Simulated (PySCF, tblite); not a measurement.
# C₃H₃F: changes of charge, electronic excitations, EPR parameters

Wanted: changes of charge, electronic excitations, EPR parameters for C₃H₃F (`C#CCF`).

Programs: tblite 0.8.0 and PySCF 2.14.0, with routines of our own; each step states its level. All values are computed. Atoms count from 0.

## 1. The system as given

7 atoms, charge 0, multiplicity 1; geometry from: start built from the parent or by distance geometry.

## 2. Geometry optimisation with GFN2-xTB

What the job is given:

```
{"job": {"kind": "relax", "xc": "GFN2-xTB", "basis": "xTB"}, "charge": 0, "multiplicity": 1}
C      1.633900    -0.249400    -0.413100
C      0.479400    -0.064700    -0.022100
C     -0.874600     0.105600     0.489500
F     -1.506800     1.077300    -0.333700
H      2.604900    -0.413400    -0.763200
H     -0.918100     0.402600     1.542000
H     -1.412200    -0.848200     0.346100
```

Run with:

```sh
OMP_NUM_THREADS=1 python redox_run.py task.json out
```

The driver reads the jobs from task.json and runs them one after another.

Standard output:

```text
step      E/eV     max force
  0    -342.71378    3.874
  1    -342.45147   10.939
  2    -342.82634    0.717
  3    -342.84051    0.459
  4    -342.85372    0.266
  5    -342.85552    0.157
  6    -342.85767    0.099
  7    -342.85825    0.096
  8    -342.85854    0.060
  9    -342.85872    0.056
 10    -342.85902    0.076
 11    -342.85934    0.077
 12    -342.85963    0.060
 13    -342.85986    0.063
 14    -342.86009    0.061
 15    -342.86029    0.065
 16    -342.86039    0.036
 17    -342.86041    0.009
```

It took 0.05 s on 1 thread of Arm Neoverse V1, shared host.

Step by step: (the energy doesn't fall at every step)

```
step  energy from step 0 (eV)  largest force (eV/Å)
   0                   0.0000                3.8741
   1                   0.2623               10.9387
   2                  -0.1126                0.7173
   3                  -0.1267                0.4594
   4                  -0.1399                0.2657
   5                  -0.1417                0.1571
   6                  -0.1439                0.0993
   7                  -0.1445                0.0959
   8                  -0.1448                0.0597
   9                  -0.1449                0.0557
  10                  -0.1452                0.0763
  11                  -0.1456                0.0773
  12                  -0.1458                0.0601
  13                  -0.1461                0.0633
  14                  -0.1463                0.0610
  15                  -0.1465                0.0649
  16                  -0.1466                0.0359
  17                  -0.1466                0.0091
```

Close pairs (by a distance rule), those that changed most:

```
 bond  before (Å)  after (Å)  change (Å)
C2–F3       1.422      1.377      -0.045
C0–C1       1.233      1.196      -0.036
C1–C2       1.457      1.449      -0.009
C2–H6       1.104      1.097      -0.007
C0–H4       1.045      1.049      +0.004
C2–H5       1.094      1.097      +0.003
```

The final coordinates are the input of the step that follows.

## 3. Infrared spectrum with GFN2-xTB

What the job is given:

```
{"job": {"kind": "ir", "xc": "GFN2-xTB", "basis": "xTB"}, "charge": 0, "multiplicity": 1}
C      1.611954    -0.246684    -0.408620
C      0.495330    -0.111340    -0.001111
C     -0.865599     0.090401     0.453094
F     -1.502341     1.059315    -0.290130
H      2.595458    -0.378973    -0.748626
H     -0.878106     0.428877     1.496707
H     -1.450030    -0.831787     0.344122
```

Standard output:

```text
mode    cm-1     km/mol
  1     190.4      3.17
  2     280.0      0.76
  3     506.6      6.77
  4     641.3     25.52
  5     684.0     14.64
  6     956.0     28.89
  7     961.9      1.14
  8    1034.0     71.63
  9    1190.1      5.41
 10    1298.0      9.91
 11    1405.8      1.88
 12    2291.7      1.22
 13    2912.0     19.95
 14    2921.8     23.70
 15    3398.9      8.86
ZPE 123.649  H(298)-E 137.906  G(298)-E 53.997 kJ/mol  S 281.43 J/(mol K)
```

It took 0.11 s on 1 thread of Arm Neoverse V1, shared host.

The strongest bands and the atoms that carry them (share of the mass-weighted mode):

```
cm⁻¹  km/mol                      atoms
 641    25.5           H4 83 %, C0 12 %
 684    14.6           H4 80 %, C0 13 %
 956    28.9  C2 51 %, F3 15 %, C0 15 %
1034    71.6           C2 52 %, F3 24 %
1298     9.9  H5 38 %, H6 38 %, C2 22 %
2912    19.9           H6 47 %, H5 45 %
2922    23.7           H5 49 %, H6 47 %
3399     8.9           H4 86 %, C0 13 %
```

## 4. Optimising the geometry at PBE0-D3(BJ)/def2-SVP

Settings changed since step 3:

```diff
@@ -1,2 +1,2 @@
-{"job": {"kind": "ir", "xc": "GFN2-xTB", "basis": "xTB"}, "charge": 0, "multiplicity": 1}
+{"job": {"xc": "PBE0", "basis": "def2-SVP", "d3": "d3bj", "grid": 1, "kind": "geom"}, "charge": 0, "multiplicity": 1}
 C      1.611954    -0.246684    -0.408620
```

Standard output:

```text
step   0  E = -215.47550605  max force = 0.021663
step   1  E = -215.47689777  max force = 0.003665
step   2  E = -215.47692283  max force = 0.000278
step   3  E = -215.47694694  max force = 0.002500
step   4  E = -215.47680263  max force = 0.007710
step   5  E = -215.47690718  max force = 0.004613
step   6  E = -215.47695099  max force = 0.003090
step   7  E = -215.47695939  max force = 0.001103
step   8  E = -215.47696347  max force = 0.000241
optimisation converged
```

Run time: 11 s. Hardware: 1 thread of Arm Neoverse V1, shared host.

Relaxation path: (the energy doesn't fall at every step)

```
step  energy from step 0 (eV)  largest force component (eV/Å)
   0                   0.0000                          1.1140
   1                  -0.0379                          0.1885
   2                  -0.0386                          0.0143
   3                  -0.0392                          0.1286
   4                  -0.0353                          0.3965
   5                  -0.0381                          0.2372
   6                  -0.0393                          0.1589
   7                  -0.0395                          0.0567
   8                  -0.0397                          0.0124
```

Distances of close pairs at the start and the end, largest changes first:

```
 bond  before (Å)  after (Å)  change (Å)
C0–H4       1.049      1.075      +0.026
C0–C1       1.196      1.210      +0.013
C1–C2       1.449      1.458      +0.009
C2–F3       1.377      1.369      -0.009
C2–H5       1.097      1.104      +0.007
C2–H6       1.097      1.104      +0.007
```

The next job starts from the end point, and lists it.

```
                         at the end point                 value
  point group (found at 0.08 Å tolerance)                    Cs
rotational constants (GHz, main isotopes)  36.587, 4.580, 4.179
                        dipole moment (D)                  1.70
```

## 5. Harmonic vibrations (C₃H₃F): PBE0-D3(BJ)/def2-SVP

What the job is given:

```
{"job": {"xc": "PBE0", "basis": "def2-SVP", "d3": "d3bj", "grid": 2, "kind": "hessian"}, "charge": 0, "multiplicity": 1}
C      1.608680    -0.270040    -0.437899
C      0.480411    -0.089689    -0.040582
C     -0.876224     0.115588     0.453298
F     -1.487529     1.178397    -0.154692
H      2.611253    -0.430205    -0.789855
H     -0.850467     0.296287     1.542207
H     -1.478757    -0.791731     0.272731
```

Standard output:

```text
coarse grid: 6208 points
cycle   1  E = -215.3953355453  dE =  3.982e-01  |g| = 5.096e-01  |ddm| = 2.826e+00
cycle   2  E = -215.3685509944  dE =  2.678e-02  |g| = 6.608e-01  |ddm| = 1.099e+00
cycle   3  E = -215.4428162087  dE = -7.427e-02  |g| = 9.349e-02  |ddm| = 6.312e-01
cycle   4  E = -215.4441643007  dE = -1.348e-03  |g| = 5.740e-02  |ddm| = 1.111e-01
cycle   5  E = -215.4449533064  dE = -7.890e-04  |g| = 1.296e-02  |ddm| = 4.980e-02
cycle   6  E = -215.4449945882  dE = -4.128e-05  |g| = 2.186e-03  |ddm| = 1.397e-02
cycle   7  E = -215.4449958292  dE = -1.241e-06  |g| = 4.883e-04  |ddm| = 2.376e-03
final grid: 61344 points
cycle   8  E = -215.4769340283  dE = -1.385e-05  |g| = 5.044e-03  |ddm| = 1.438e-02
cycle   9  E = -215.4769316418  dE =  2.387e-06  |g| = 6.488e-03  |ddm| = 9.272e-03
cycle  10  E = -215.4769395343  dE = -7.892e-06  |g| = 9.083e-04  |ddm| = 5.263e-03
cycle  11  E = -215.4769396957  dE = -1.614e-07  |g| = 3.607e-04  |ddm| = 9.696e-04
cycle  12  E = -215.4769397277  dE = -3.197e-08  |g| = 8.243e-05  |ddm| = 3.396e-04
cycle  13  E = -215.4769397292  dE = -1.570e-09  |g| = 6.869e-06  |ddm| = 7.214e-05
cycle  14  E = -215.4769397293  dE = -9.152e-12  |g| = 2.704e-06  |ddm| = 9.680e-06
converged SCF energy = -215.4769397293

mode    cm-1
  1     214.4
  2     323.7
  3     564.1
  4     688.5
  5     746.9
  6     964.6
  7    1016.0
  8    1128.7
  9    1261.6
 10    1404.6
 11    1467.4
 12    2256.0
 13    3056.4
 14    3109.8
 15    3490.3
ZPE 129.753  H(298)-E 143.472  G(298)-E 60.545 kJ/mol  S 278.14 J/(mol K)
```

Run time: 31 s. Hardware: 1 thread of Arm Neoverse V1, shared host; peak memory 1.1 GiB.

Zero-point energy 129.75 kJ/mol (xTB gave 123.65).

## 6. Single point (C₃H₃F): wB97X-D3(BJ)/ma-def2-TZVP

Geometry: PBE0-D3(BJ)/def2-SVP.

Settings changed since step 5:

```diff
@@ -1,2 +1,2 @@
-{"job": {"xc": "PBE0", "basis": "def2-SVP", "d3": "d3bj", "grid": 2, "kind": "hessian"}, "charge": 0, "multiplicity": 1}
+{"job": {"kind": "sp", "xc": "wB97X", "basis": "ma-def2-TZVP", "d3": "d3bj", "grid": 2}, "charge": 0, "multiplicity": 1}
 C      1.608680    -0.270040    -0.437899
```

Standard output:

```text
coarse grid: 6208 points
cycle   1  E = -215.9688447894  dE =  4.998e-01  |g| = 5.659e-01  |ddm| = 2.263e+00
cycle   2  E = -215.9771189847  dE = -8.274e-03  |g| = 6.032e-01  |ddm| = 9.671e-01
cycle   3  E = -216.0302302432  dE = -5.311e-02  |g| = 5.841e-02  |ddm| = 4.628e-01
cycle   4  E = -216.0307872282  dE = -5.570e-04  |g| = 2.765e-02  |ddm| = 7.021e-02
cycle   5  E = -216.0309485176  dE = -1.613e-04  |g| = 9.595e-03  |ddm| = 4.589e-02
cycle   6  E = -216.0309685078  dE = -1.999e-05  |g| = 2.809e-03  |ddm| = 1.055e-02
cycle   7  E = -216.0309705065  dE = -1.999e-06  |g| = 3.478e-04  |ddm| = 4.249e-03
final grid: 61344 points
cycle   8  E = -216.0264342428  dE = -3.564e-05  |g| = 4.023e-03  |ddm| = 1.186e-01
cycle   9  E = -216.0264345872  dE = -3.444e-07  |g| = 3.715e-03  |ddm| = 6.905e-03
cycle  10  E = -216.0264363328  dE = -1.746e-06  |g| = 4.233e-04  |ddm| = 1.882e-03
cycle  11  E = -216.0264363590  dE = -2.620e-08  |g| = 1.420e-04  |ddm| = 6.581e-04
cycle  12  E = -216.0264363634  dE = -4.322e-09  |g| = 4.765e-05  |ddm| = 2.259e-04
converged SCF energy = -216.0264363634
```

Run time: 3.4 s. Hardware: 1 thread of Arm Neoverse V1, shared host.

## 7. Single point (C3H3F+ (doublet)): wB97X-D3(BJ)/ma-def2-TZVP

Geometry: PBE0-D3(BJ)/def2-SVP, that of another charge or spin state.

Settings changed since step 6:

```diff
@@ -1,2 +1,2 @@
-{"job": {"kind": "sp", "xc": "wB97X", "basis": "ma-def2-TZVP", "d3": "d3bj", "grid": 2}, "charge": 0, "multiplicity": 1}
+{"job": {"kind": "sp", "xc": "wB97X", "basis": "ma-def2-TZVP", "d3": "d3bj", "grid": 2}, "charge": 1, "multiplicity": 2}
 C      1.608680    -0.270040    -0.437899
```

Standard output:

```text
final grid: 61344 points
cycle   1  E = -215.6298709529  dE = -3.737e-10  |g| = 7.648e-06  |ddm| = 3.971e-05
converged SCF energy = -215.6298709529
```

Run time: 16 s. Hardware: 1 thread of Arm Neoverse V1, shared host; peak memory 0.59 GiB.

## 8. Geometry optimisation with GFN2-xTB

This step treats C₃H₃F+ (doublet), labelled `[CH]=[C+]CF` (the label fixes atoms and charge, not where charge and spin sit).

What the job is given:

```
{"job": {"kind": "relax", "xc": "GFN2-xTB", "basis": "xTB"}, "charge": 1, "multiplicity": 2}
C      1.624900    -0.276200    -0.443200
C      0.469700    -0.081000    -0.063600
C     -0.858800     0.108000     0.456500
F     -1.490000     1.193000    -0.175300
H      2.608000    -0.434000    -0.778500
H     -0.861500     0.294600     1.533400
H     -1.478300    -0.785900     0.261700
```

Standard output:

```text
step      E/eV     max force
  0    -327.46895    2.611
  1    -327.55848    1.933
  2    -327.53701    2.779
  3    -327.58379    0.261
  4    -327.58598    0.197
  5    -327.58920    0.114
  6    -327.58968    0.077
  7    -327.59040    0.073
  8    -327.59067    0.060
  9    -327.59082    0.045
 10    -327.59092    0.038
 11    -327.59101    0.039
 12    -327.59106    0.037
 13    -327.59110    0.033
 14    -327.59115    0.036
 15    -327.59123    0.046
 16    -327.59131    0.042
 17    -327.59135    0.020
 18    -327.59137    0.014
 19    -327.59138    0.014
 20    -327.59139    0.016
 21    -327.59140    0.010
 22    -327.59140    0.004
```

It took 0.06 s on 1 thread of Arm Neoverse V1, shared host.

Step by step: (the energy doesn't fall at every step)

```
step  energy from step 0 (eV)  largest force (eV/Å)
   0                   0.0000                2.6106
   1                  -0.0895                1.9326
   2                  -0.0681                2.7787
   3                  -0.1148                0.2610
   4                  -0.1170                0.1971
   5                  -0.1202                0.1143
   6                  -0.1207                0.0771
   7                  -0.1214                0.0726
   8                  -0.1217                0.0602
   9                  -0.1219                0.0446
  10                  -0.1220                0.0384
  11                  -0.1221                0.0391
  12                  -0.1221                0.0366
  13                  -0.1221                0.0327
  14                  -0.1222                0.0363
  15                  -0.1223                0.0462
  16                  -0.1224                0.0416
  17                  -0.1224                0.0200
  18                  -0.1224                0.0142
  19                  -0.1224                0.0140
  20                  -0.1224                0.0161
  21                  -0.1225                0.0101
  22                  -0.1225                0.0042
```

Close pairs (by a distance rule), those that changed most:

```
 bond  before (Å)  after (Å)  change (Å)
C2–F3       1.405      1.335      -0.070
C2–H5       1.093      1.123      +0.030
C1–C2       1.439      1.417      -0.022
C2–H6       1.105      1.123      +0.018
C0–H4       1.051      1.064      +0.013
C0–C1       1.232      1.220      -0.011
```

The end geometry stands in the next job.

## 9. Vibrational analysis with GFN2-xTB

What the job is given:

```
{"job": {"kind": "ir", "xc": "GFN2-xTB", "basis": "xTB"}, "charge": 1, "multiplicity": 2}
C      1.615696    -0.263853    -0.446892
C      0.479359    -0.098005    -0.033613
C     -0.844862     0.135599     0.412374
F     -1.463097     1.168366    -0.165623
H      2.608502    -0.427749    -0.792151
H     -0.889267     0.277780     1.525129
H     -1.492297    -0.773723     0.291828
```

Standard output:

```text
mode    cm-1     km/mol
  1     204.6      9.56
  2     301.1     24.85
  3     549.3      6.57
  4     621.3      4.05
  5     678.2     77.85
  6     703.2     55.15
  7     966.2      2.41
  8     995.8      0.32
  9    1090.4    154.60
 10    1163.6    204.82
 11    1210.8      3.22
 12    2133.0    225.00
 13    2583.8    183.09
 14    2675.4    127.60
 15    3229.7    241.17
ZPE 114.281  H(298)-E 128.622  G(298)-E 43.131 kJ/mol  S 286.74 J/(mol K)
```

It took 0.12 s on 1 thread of Arm Neoverse V1, shared host.

Which atoms move in the most intense modes:

```
cm⁻¹  km/mol                               atoms
 678    77.8  H4 23 %, C2 21 %, H5 16 %, H6 16 %
 703    55.1                    H4 81 %, C0 14 %
1090   154.6  H6 27 %, H5 27 %, F3 24 %, C2 20 %
1164   204.8                    H6 46 %, H5 46 %
2133   225.0                    C1 60 %, C0 29 %
2584   183.1                    H6 47 %, H5 46 %
2675   127.6                    H5 48 %, H6 47 %
3230   241.2                    H4 86 %, C0 13 %
```

## 10. Relaxing the molecule at PBE0-D3(BJ)/def2-SVP

This step treats C3H3F+ (doublet), labelled `[CH]=[C+]CF` (the label fixes atoms and charge, not where charge and spin sit).

Settings changed since step 9:

```diff
@@ -1,2 +1,2 @@
-{"job": {"kind": "ir", "xc": "GFN2-xTB", "basis": "xTB"}, "charge": 1, "multiplicity": 2}
+{"job": {"xc": "PBE0", "basis": "def2-SVP", "d3": "d3bj", "grid": 1, "kind": "geom"}, "charge": 1, "multiplicity": 2}
 C      1.615696    -0.263853    -0.446892
```

Standard output:

```text
step   0  E = -215.08973748  max force = 0.043778
step   1  E = -215.09256911  max force = 0.004306
step   2  E = -215.09261344  max force = 0.000735
step   3  E = -215.09261921  max force = 0.000358
optimisation converged
```

Run time: 8.3 s. Hardware: 1 thread of Arm Neoverse V1, shared host.

Relaxation path:

```
step  energy from step 0 (eV)  largest force component (eV/Å)
   0                   0.0000                          2.2512
   1                  -0.0771                          0.2214
   2                  -0.0783                          0.0378
   3                  -0.0784                          0.0184
```

Distances of close pairs at the start and the end, largest changes first:

```
 bond  before (Å)  after (Å)  change (Å)
C0–C1       1.220      1.247      +0.026
C0–H4       1.064      1.088      +0.024
C2–F3       1.335      1.323      -0.012
C1–C2       1.417      1.422      +0.005
C2–H5       1.123      1.127      +0.004
C2–H6       1.123      1.127      +0.004
```

The next job starts from the end point, and lists it.

```
                         at the end point                 value
  point group (found at 0.08 Å tolerance)                    Cs
rotational constants (GHz, main isotopes)  40.009, 4.521, 4.164
                                     ⟨S²⟩                 0.754
```

## 11. Harmonic vibrations (C3H3F+ (doublet), [CH]=[C+]CF): PBE0-D3(BJ)/def2-SVP

What the job is given:

```
{"job": {"xc": "PBE0", "basis": "def2-SVP", "d3": "d3bj", "grid": 2, "kind": "hessian"}, "charge": 1, "multiplicity": 2}
C      1.612064    -0.234613    -0.467323
C      0.448271    -0.044508    -0.062444
C     -0.876276     0.147868     0.417237
F     -1.542470     1.158858    -0.116265
H      2.627689    -0.398866    -0.822097
H     -0.822951     0.222322     1.540127
H     -1.425278    -0.828903     0.299394
```

Standard output:

```text
coarse grid: 6208 points
cycle   1  E = -215.0095456023  dE =  8.126e-01  |g| = 3.458e-01  |ddm| = 1.989e+00
cycle   2  E = -214.8484478738  dE =  1.611e-01  |g| = 7.323e-01  |ddm| = 8.652e-01
cycle   3  E = -215.0542060958  dE = -2.058e-01  |g| = 1.245e-01  |ddm| = 6.618e-01
cycle   4  E = -215.0606659938  dE = -6.460e-03  |g| = 4.116e-02  |ddm| = 1.358e-01
cycle   5  E = -215.0613274759  dE = -6.615e-04  |g| = 2.483e-02  |ddm| = 5.688e-02
cycle   6  E = -215.0616699611  dE = -3.425e-04  |g| = 1.044e-02  |ddm| = 2.467e-02
cycle   7  E = -215.0617293697  dE = -5.941e-05  |g| = 3.087e-03  |ddm| = 1.011e-02
cycle   8  E = -215.0617406929  dE = -1.132e-05  |g| = 1.496e-03  |ddm| = 7.144e-03
cycle   9  E = -215.0617439566  dE = -3.264e-06  |g| = 3.799e-04  |ddm| = 3.732e-03
final grid: 61344 points
cycle  10  E = -215.0926036540  dE = -1.288e-05  |g| = 3.060e-03  |ddm| = 9.436e-03
cycle  11  E = -215.0926006334  dE =  3.021e-06  |g| = 4.420e-03  |ddm| = 5.784e-03
cycle  12  E = -215.0926079691  dE = -7.336e-06  |g| = 6.173e-04  |ddm| = 3.543e-03
cycle  13  E = -215.0926081584  dE = -1.893e-07  |g| = 1.697e-04  |ddm| = 6.533e-04
cycle  14  E = -215.0926082039  dE = -4.545e-08  |g| = 1.302e-04  |ddm| = 3.086e-04
cycle  15  E = -215.0926082429  dE = -3.907e-08  |g| = 7.330e-05  |ddm| = 3.381e-04
cycle  16  E = -215.0926082613  dE = -1.839e-08  |g| = 4.994e-05  |ddm| = 3.172e-04
cycle  17  E = -215.0926082662  dE = -4.878e-09  |g| = 1.291e-05  |ddm| = 1.720e-04
cycle  18  E = -215.0926082668  dE = -6.232e-10  |g| = 6.305e-06  |ddm| = 4.554e-05
cycle  19  E = -215.0926082673  dE = -5.094e-10  |g| = 4.062e-06  |ddm| = 5.202e-05
cycle  20  E = -215.0926082677  dE = -3.287e-10  |g| = 2.695e-06  |ddm| = 5.407e-05
cycle  21  E = -215.0926082678  dE = -1.114e-10  |g| = 1.888e-06  |ddm| = 4.117e-05
cycle  22  E = -215.0926082678  dE = -1.234e-11  |g| = 4.907e-07  |ddm| = 1.235e-05
converged SCF energy = -215.0926082678

mode    cm-1
  1     201.9
  2     261.8
  3     583.8
  4     636.6
  5     722.1
  6     746.5
  7     925.7
  8    1153.9
  9    1155.4
 10    1232.8
 11    1345.8
 12    2104.3
 13    2842.0
 14    2866.0
 15    3364.8
ZPE 120.484  H(298)-E 134.734  G(298)-E 49.238 kJ/mol  S 286.76 J/(mol K)
```

It took 63 s on 1 thread of Arm Neoverse V1, shared host; peak memory 1.2 GiB.

Zero-point energy 120.48 kJ/mol (xTB gave 114.28).

## 12. Single point (C₃H₃F): wB97X-D3(BJ)/ma-def2-TZVP

Geometry: PBE0-D3(BJ)/def2-SVP, that of another charge or spin state.

Settings changed since step 11:

```diff
@@ -1,2 +1,2 @@
-{"job": {"xc": "PBE0", "basis": "def2-SVP", "d3": "d3bj", "grid": 2, "kind": "hessian"}, "charge": 1, "multiplicity": 2}
+{"job": {"kind": "sp", "xc": "wB97X", "basis": "ma-def2-TZVP", "d3": "d3bj", "grid": 2}, "charge": 0, "multiplicity": 1}
 C      1.612064    -0.234613    -0.467323
```

Standard output:

```text
coarse grid: 6208 points
cycle   1  E = -215.9658499233  dE =  5.333e-01  |g| = 5.326e-01  |ddm| = 2.192e+00
cycle   2  E = -215.9777261083  dE = -1.188e-02  |g| = 5.412e-01  |ddm| = 7.201e-01
cycle   3  E = -216.0198819333  dE = -4.216e-02  |g| = 5.959e-02  |ddm| = 3.220e-01
cycle   4  E = -216.0204199310  dE = -5.380e-04  |g| = 3.121e-02  |ddm| = 6.626e-02
cycle   5  E = -216.0206274825  dE = -2.076e-04  |g| = 1.101e-02  |ddm| = 4.351e-02
cycle   6  E = -216.0206541776  dE = -2.670e-05  |g| = 2.614e-03  |ddm| = 1.122e-02
cycle   7  E = -216.0206559159  dE = -1.738e-06  |g| = 3.238e-04  |ddm| = 4.156e-03
final grid: 61344 points
cycle   8  E = -216.0152282741  dE = -3.298e-05  |g| = 4.324e-03  |ddm| = 1.002e-01
cycle   9  E = -216.0152284192  dE = -1.451e-07  |g| = 4.168e-03  |ddm| = 5.995e-03
cycle  10  E = -216.0152305995  dE = -2.180e-06  |g| = 3.465e-04  |ddm| = 1.789e-03
cycle  11  E = -216.0152306160  dE = -1.654e-08  |g| = 1.625e-04  |ddm| = 6.357e-04
cycle  12  E = -216.0152306216  dE = -5.579e-09  |g| = 5.752e-05  |ddm| = 2.018e-04
converged SCF energy = -216.0152306216
```

Wall time 3.4 s (1 thread of Arm Neoverse V1, shared host).

[end of part 1 of 2]
